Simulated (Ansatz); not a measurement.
A run of Ansatz (development build ahead of 0.2.0) on doublet AlH(-) at this shape:

```csv
atom,x (Å),y (Å),z (Å)
Al,0.0000,0.0000,-0.9270
H,0.0000,0.0000,0.9270
```

Its results:

| Item | Value |
| --- | --- |
| Converged | yes |
| Reference energy | -242.34577 hartree |
| Correlation energy | -0.05432 hartree |
| Total energy | -242.40009 hartree |
| Spin squared of the determinant | 0.750 |
| Stability test | minimum among restricted orbitals |
| Occupied orbitals by symmetry in an Abelian subgroup (alpha; beta) | 5 A1 2 B1 1 B2; 5 A1 1 B1 1 B2 |

Messages of the program:
```
mean field -6594.56430239 eV, -242.3457681565 hartree, gradient 3.0e-6 eV, S^2 0.750000; 2 other ends of a descent, 0 dependent functions left out
```

Q: Which input gives this output? Name the method, the orbitals and the basis set, and write the input.

A: ROHF-MP2 in def2-SVP.

```yaml
crystal:
  periodic: [false, false, false]
  atoms:
    - { symbol: Al, position_ang: [0.0, 0.0, -0.92695] }
    - { symbol: H, position_ang: [0.0, 0.0, 0.92695] }
basis:
  gaussian: { orbitals: def2-SVP }
total_charge: -1
magnetization:
  initial_magnetization: 1
hamiltonian:
  xc: hf
correlation:
  method: mp2
  frozen_orbitals: { Al: 5, H: 0 }
```

Caution: no diffuse functions for an anion.
